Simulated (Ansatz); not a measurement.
# H2ClO (doublet): from Hartree-Fock to the top rungs at distance O1–H3 along a hydrogen transfer = 1.048 Å, cc-pVDZ

How much of the correlation energy of H2ClO (doublet) does each wave-function method recover here?

The runs use Ansatz 0.2.0, Gaussian basis; cc-pVDZ, core rule «outside noble gas», up to 6 orbitals frozen.

To be run: UHF; CCSD(T) on ROHF; CCSD(T) on UHF; BCCD(T) on ROHF; CISD; CCSDT(Q) on ROHF; CCSDT(Q) on UHF; CASSCF and MRCISD+Q, 3 electrons in 3 orbitals; CASSCF and NEVPT2, 3 electrons in 3 orbitals; CASSCF and MRCISD+Q, 15 electrons in 10 orbitals; CASSCF and MRCISD+Q(relaxed), 15 electrons in 10 orbitals; CASSCF and NEVPT2, 15 electrons in 10 orbitals.

11 further runs of the same task are left out: 3 for a known fault of the program, 1 for a mislabelled method, 7 that didn't finish.

### 1 The geometry

The geometry derives from fragments relaxed apart (PBE0/def2-TZVP) and kept rigid, so it is no stationary point. A hydrogen atom is moved between rigid fragments.

4 atoms, charge 0, spin multiplicity 2.

Atoms are counted from 1 here; the program's logs count them from 0.

Bond lengths: O1–H2 0.960 Å, O1–H3 1.048 Å. Angles: H2–O1–H3 105.1°.

### 2 UHF

File in.yaml:

```yaml
crystal:
  periodic: [false, false, false]
  atoms:
    - {symbol: O, position_ang: [-0.932423, -0.231644, 0.000000]}
    - {symbol: H, position_ang: [-1.181732, 0.694932, 0.000000]}
    - {symbol: H, position_ang: [0.115577, -0.231644, 0.000000]}
    - {symbol: Cl, position_ang: [1.998577, -0.231644, 0.000000]}
basis:
  gaussian: {orbitals: cc-pVDZ}
magnetization: {spin_polarized: true, initial_magnetization: 1}
hamiltonian: {xc: hf}
output: {orbitals: {seedname: orbitals}}
```

Command:

```
ansatz run in.yaml --threads 1 --pin off --events-out ev --progress --plain --max-ram 2393MiB
```

Further steps of the session: CCSD(T) on ROHF; CCSD(T) on UHF; BCCD(T) on ROHF; CISD; CCSDT(Q) on ROHF; CCSDT(Q) on UHF; CASSCF and MRCISD+Q, 3 electrons in 3 orbitals; CASSCF and NEVPT2, 3 electrons in 3 orbitals; CASSCF and MRCISD+Q, 15 electrons in 10 orbitals; CASSCF and MRCISD+Q(relaxed), 15 electrons in 10 orbitals; CASSCF and NEVPT2, 15 electrons in 10 orbitals.

Q: Predict the results of all the runs planned. Wanted: UCCSDT(Q) below the RHF energy; RMP2 from UCCSDT(Q); UMP2 from UCCSDT(Q); RCCSD from UCCSDT(Q); RCCSD(T) from UCCSDT(Q); UCCSD(T) from UCCSDT(Q); RCCSDT(Q) from UCCSDT(Q); NEVPT2 pair from UCCSDT(Q); MRCISD+Q pair from UCCSDT(Q).

As calculated:

| quantity | value |
| --- | --- |
| UCCSDT(Q) below the RHF energy | -9.6648 eV |
| RMP2 from UCCSDT(Q) | +865.7 meV |
| UMP2 from UCCSDT(Q) | +864.0 meV |
| RCCSD from UCCSDT(Q) | +176.4 meV |
| RCCSD(T) from UCCSDT(Q) | +28.2 meV |
| UCCSD(T) from UCCSDT(Q) | +32.0 meV |
| RCCSDT(Q) from UCCSDT(Q) | -4.7 meV |
| NEVPT2 pair from UCCSDT(Q) | +868.2 meV |
| MRCISD+Q pair from UCCSDT(Q) | +78.3 meV |
| NEVPT2 valence from UCCSDT(Q) | +1519.3 meV |
| levels within 1 kcal/mol (43 meV) | RCCSD(T), UCCSD(T), BCCD(T), RCCSDT, UCCSDT, RCCSDT(Q), MRCISD+Q(relaxed) valence |
| T1 diagnostic | 0.018 |
| effectively unpaired electrons | 1.01 |

In words: RCCSD(T) lands +28.2 meV from the yardstick (0.3 % of the correlation energy). One determinant dominates. Of the multireference levels listed MRCISD+Q(relaxed) valence comes nearest in total energy (+20.6 meV), which doesn't show that its space is the better one. Coupled cluster took another determinant than the lowest Hartree-Fock one. These misses are within one basis, not against nature; the frozen cores of restricted and unrestricted runs differ, which can shift their rows.
